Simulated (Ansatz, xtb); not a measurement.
## Two isomers of C4H5+

Structure X is `C1=CC[CH+]1`, a singlet and structure Y is `Cc1c[cH+]1`, a singlet. Both are isolated ions in the gas phase, relaxed with PBE-D3(BJ)/def2-SVP.

Estimate E(Y) − E(X) at the level CCSD(T)/def2-TZVP.

Calculated at CCSD(T)/def2-TZVP: E(Y) − E(X) = −8.8 kcal/mol, so structure Y lies lower.

Level by level:

| level | geometry | E(Y) − E(X) (kcal/mol) | departure from the last row (kcal/mol) | job, with rough time for the two |
| --- | --- | --- | --- | --- |
| PBE-D3(BJ)/def2-SVP | PBE-D3(BJ)/def2-SVP | −9.4 | −0.6 | optimisation, 16 s |
| HF/def2-TZVP | PBE-D3(BJ)/def2-SVP | −17.3 | −8.5 | part of the CCSD(T) run |
| MP2/def2-TZVP | PBE-D3(BJ)/def2-SVP | −8.9 | −0.1 | part of the CCSD(T) run |
| CCSD(T)/def2-TZVP | PBE-D3(BJ)/def2-SVP | −8.8 |  | single point, 42 s |

As drawn, Y has 3 C∷C in place of 1 C=C, 2 C–C (∷ is an aromatic bond). Structure X has a 4-membered ring, Y a 3-membered ring (with an aromatic ring).

The levels shown agree on the order. The largest departure from CCSD(T)/def2-TZVP is that of HF/def2-TZVP, 8.5 kcal/mol. Levels run at GFN2-xTB geometries aren't shown.

With harmonic frequencies from PBE-D3(BJ)/def2-SVP (ideal gas, rigid rotor, one conformer each, 298.15 K, 1 atm): on the last row, ΔE + ΔZPE = −9.9 kcal/mol. A mode under 50 cm⁻¹ makes harmonic enthalpies and free energies unreliable, so none is given.

The correlated steps freeze 4 core orbitals. Codes used: Ansatz 0.2.0; the last row on 2 threads of Intel(R) Xeon(R) Processor @ 2.70GHz on a shared host.
